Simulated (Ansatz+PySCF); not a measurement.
# doublet N2(+): levels of theory in one basis

```yaml
atoms:
  - { symbol: N, position_ang: [0.0000, 0.0000, -1.0264] }
  - { symbol: N, position_ang: [0.0000, 0.0000, 1.0264] }
```

Basis set: STO-3G (spherical functions). Left uncorrelated: 2 orbitals. Correlation on ROHF uses semicanonical orbitals with singles. Charge 1, multiplicity 2.

Computed with Ansatz (development build ahead of 0.2.0); each method stands on the lowest determinant of its kind that the runs found.

```json
{"method": "ROHF", "E − E(ROHF) (eV)": "0.00", "<S²> of the determinant": "0.75"}
{"method": "UHF", "E − E(ROHF) (eV)": "-5.65", "<S²> of the determinant": "2.75"}
{"method": "ROHF-MP2", "E − E(ROHF) (eV)": "-1.70", "<S²> of the determinant": "–"}
{"method": "UHF-MP2", "E − E(ROHF) (eV)": "-6.09", "<S²> of the determinant": "2.75"}
```

Question: What does full CI (lowest root of this spin) give on the same scale?

Answer: -6.70 eV.

At such a shape the full CI root can have another spatial symmetry than the determinants, so the rows needn't describe one state.

Question: Is a single determinant a sound starting point here?

Answer: It is doubtful. Unrestricted orbitals lower Hartree–Fock by 5.65 eV and <S²> is 2.75 where a pure state has 0.75, a sign of strong static correlation.

Caution for ROHF, ROHF-MP2: an unrestricted determinant lies well below. Caution for ROHF, UHF, ROHF-MP2, UHF-MP2: the charge can sit on one fragment and break the point group; the determinant may break the point group. Caution for UHF, UHF-MP2: the unrestricted determinant is a mixture of spin states. Caution for ROHF-MP2, UHF-MP2: bonds are stretched, where a single reference can fail; another reference gives a lower total. Caution for ROHF-MP2: the program doubts this total.
